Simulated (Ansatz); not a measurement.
`F/C=C/CF`, relaxed with RKS PBE0-D4/def2-TZVP in the Gaussian-basis code of Ansatz from a GFN2-xTB geometry. The force threshold is 0.005 eV/Å; the program also tests the step.

The species carries charge 0 and has multiplicity 1.

Start:

```xyz
9

F    -2.013    0.239    1.562
C    -0.774    0.269    1.054
C    -0.517   -0.160   -0.166
C     0.845   -0.146   -0.775
F     1.788    0.343    0.090
H    -0.051    0.672    1.748
H    -1.304   -0.552   -0.793
H     0.868    0.495   -1.666
H     1.160   -1.160   -1.052
```

(1) By how much does the energy fall, and how many steps does the optimiser take? (An estimate is asked.)

(2) Which bonds change most? (Estimate.)

(3) Give the relaxed structure. (Best estimate.)

Results:

(1) Ansatz gave: 0.01 eV, in 6 steps.

(2) Ansatz gave: C4–F5 from 1.370 to 1.379 Å; C3–C4 from 1.492 to 1.486 Å; C3–H7 from 1.079 to 1.085 Å; F1–C2 from 1.340 to 1.337 Å.

(3) Ansatz gave: 
```xyz
9

F    -2.008    0.236    1.555
C    -0.771    0.265    1.050
C    -0.513   -0.158   -0.171
C     0.846   -0.144   -0.772
F     1.782    0.359    0.107
H    -0.041    0.663    1.744
H    -1.321   -0.541   -0.788
H     0.867    0.477   -1.675
H     1.159   -1.157   -1.051
```
